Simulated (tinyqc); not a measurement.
Worked calculation: Pariser-Parr-Pople SCF with singles CI, for the molecule C=C([CH2-])O (SMILES; centres numbered as the heavy atoms are written). One step of it, computed by the program tinyqc.

Problem. PPP integrals. Ohno: gamma = 14.399645/sqrt(R^2 + a^2), a = 2 x 14.399645/(gamma_rr + gamma_ss); H_rr = -W_r - sum_(s != r) z_s gamma_rs; H_rs = beta for bonds.

Centres (angstrom, eV; a flat drawing with bonds scaled to 1.40 angstrom):
```
centre          x          y  core charge z          W   gamma_rr
1C      -1.212000  -0.700000              1  11.160000  11.130000
2C       0.000000   0.000000              1  11.160000  11.130000
3C       1.212000  -0.700000              1  11.160000  11.130000
4O       0.000000   1.400000              2  33.000000  21.500000
```

Resonance integrals (eV):
```
i  j       beta
1  2  -2.490000
2  3  -2.490000
2  4  -2.340000
```

Give: repulsion gamma_rs; core matrix H.

Solution.

repulsion gamma_rs (eV), lower triangle:
```
         1C       2C       3C       4O
1C  11.1300
2C   7.5550  11.1300
3C   5.2407   7.5550  11.1300
4O   5.5806   8.7008   5.5806  21.5000
```

core matrix H (eV), lower triangle:
```
          1C        2C        3C        4O
1C  -35.1169
2C   -2.4900  -43.6714
3C    0.0000   -2.4900  -35.1169
4O    0.0000   -2.3400    0.0000  -52.8620
```
